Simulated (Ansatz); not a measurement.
# SiCl₂ (SMILES Cl[Si]Cl): one structure at several levels

The task here is to estimate one member of a computed series from the others.

The runs use Ansatz 0.2.0, Gaussian basis; single points in def2-TZVPP.

Correlated methods freeze the cores.

1 further run of the same task is left out (it didn't finish).

### The system as given

SMILES `Cl[Si]Cl`, 3 atoms, charge 0, spin multiplicity 1.

Atoms are counted from 1 here; the program's logs count them from 0.

Bond lengths: Cl1–Si2 2.196 Å, Si2–Cl3 2.190 Å. Angles: Cl1–Si2–Cl3 110.9°.

Coordinates:

```
Cl    0.3170    1.7972    0.3651
Si   -0.7107    0.0301   -0.4382
Cl    0.3874   -1.8009    0.0494
```

Set-up of the first run:

Input file run/in.yaml:

```yaml
crystal:
  periodic: [false, false, false]
  atoms:
    - {symbol: Cl, position_ang: [0.317017, 1.797214, 0.365087]}
    - {symbol: Si, position_ang: [-0.710672, 0.030104, -0.438222]}
    - {symbol: Cl, position_ang: [0.387439, -1.800940, 0.049427]}
basis:
  gaussian: {orbitals: def2-TZVPP}
hamiltonian: {xc: pbe, dispersion: d4}
output: {forces: true}
```

The run is started by

```console
$ ansatz run in.yaml --threads 2 --pin off --events-out ev --progress --plain --max-ram 3481MiB
```

Among the steps run: PBE-D4/def2-TZVPP; r2SCAN-D4/def2-TZVPP; PBE0-D4/def2-TZVPP; wB97M-V/def2-TZVPP; CCSD(T)/def2-TZVPP.

One table of the session follows, with a row left open; its other results are not shown here.

| method | RMS force component (eV/Å) | angle to CCSD(T) forces (°) | dipole (D) |
| --- | --- | --- | --- |
| PBE-D4 | 0.629 | 2.6 | 1.20 |
| r2SCAN-D4 | ? | ? | ? |
| PBE0-D4 | 0.819 | 0.2 | 1.34 |
| wB97M-V | 0.815 | 1.2 | 1.55 |
| CCSD(T) | 0.840 | reference | 1.33 |

**Question.** Estimate the row for r2SCAN-D4.

The run gave: RMS force component (eV/Å): 0.758; angle to CCSD(T) forces (°): 1.5; dipole (D): 1.19. In the column «RMS force component (eV/Å)» it lies between PBE-D4 (0.629) and wB97M-V (0.815).
